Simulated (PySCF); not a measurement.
Compound: formyl chloride, CHClO.
Atom-mapped SMILES: `[O:1]=[CH:2][Cl:3]` (hydrogens: H4 on C2)

Cartesian coordinates in Å at the PBE0-D3(BJ)/def2-SVP level; atoms count from 1:
```
atom  x, y, z in Å
O1    -0.3224   -0.8482    0.0471
C2     0.3912    0.0899    0.0256
Cl3    2.1532   -0.0094    0.0101
H4     0.0752    1.1531    0.0157
```

Method used: core-valence-separated Tamm–Dancoff BHandHLYP/aug-pcX-1 (pcseg-1 on H, def2-SVPD on Cl) in PySCF, non-relativistic, gas phase, PBE0-D3(BJ)/def2-SVP geometry. The energies are unshifted.

The lowest roots of each edge with f over 0.003 (five at most, numbered afresh; weaker and dark ones are left out), with transition dipoles (au) in the frame of the coordinates:

```json
{"root": "1", "edge": "C", "E (eV)": "284.31", "f": "0.0816", "μx": "0.0011", "μy": "0.0015", "μz": "0.1082"}
{"root": "2", "edge": "C", "E (eV)": "287.81", "f": "0.0566", "μx": "0.0894", "μy": "-0.0068", "μz": "-0.0007"}
{"root": "3", "edge": "C", "E (eV)": "290.00", "f": "0.0335", "μx": "0.0360", "μy": "-0.0585", "μz": "0.0004"}
{"root": "4", "edge": "C", "E (eV)": "291.44", "f": "0.0048", "μx": "0.0239", "μy": "-0.0098", "μz": "-0.0003"}
{"root": "5", "edge": "C", "E (eV)": "291.81", "f": "0.0063", "μx": "0.0004", "μy": "0.0004", "μz": "0.0298"}
{"root": "6", "edge": "O", "E (eV)": "528.88", "f": "0.0515", "μx": "-0.0007", "μy": "-0.0009", "μz": "-0.0630"}
{"root": "7", "edge": "O", "E (eV)": "534.26", "f": "0.0132", "μx": "0.0317", "μy": "-0.0002", "μz": "-0.0003"}
{"root": "8", "edge": "O", "E (eV)": "535.82", "f": "0.0040", "μx": "0.0128", "μy": "-0.0117", "μz": "0.0000"}
{"root": "9", "edge": "O", "E (eV)": "537.56", "f": "0.0139", "μx": "-0.0012", "μy": "0.0325", "μz": "-0.0004"}
```

Question: What is the unit vector of the normal of the molecular plane, and which share of each root's |μ|² lies along it?

Answer: (0.01, 0.01, 1.00), up to sign.

```tsv
root	core hole on	share along it	final orbital under reflection in the plane
1	C2	1.00	odd
2	C2	0.00	even
3	C2	0.00	even
4	C2	0.00	even
5	C2	1.00	odd
6	O1	1.00	odd
7	O1	0.00	even
8	O1	0.00	even
9	O1	0.00	even
```

The 1s orbitals of atoms in the plane are even under the reflection, so light polarised along the normal reaches odd orbitals alone (the out-of-plane π set) and light polarised in the plane even ones.

Question: For fixed molecules, how does the intensity of root 1 change when the electric field is turned 60° away from the normal of the molecular plane?

Answer: Intensity goes as (E·μ)², and μ lies along that direction, so it falls to cos²60° = 0.25 of its maximum; it vanishes at 90°.

Question: Molecules are fixed in this frame and the field points along (0, 1, 1)/√2. What effective strengths 3 f cos²θ do the roots have (θ between field and μ)?

Answer: root 1 (C2): 0.126, root 2 (C2): 0.001, root 3 (C2): 0.036, root 4 (C2): 0.001, root 5 (C2): 0.010, root 6 (O1): 0.079, root 7 (O1): 0.000, root 8 (O1): 0.003, root 9 (O1): 0.020. Root 1 is the strongest. Averaged over all orientations cos²θ is 1/3, which gives f back.

The run took 1.7 s of wall time on an Intel Xeon at 2.80 GHz with one thread, on a shared host, and the process peaked at 0.36 GiB of memory.
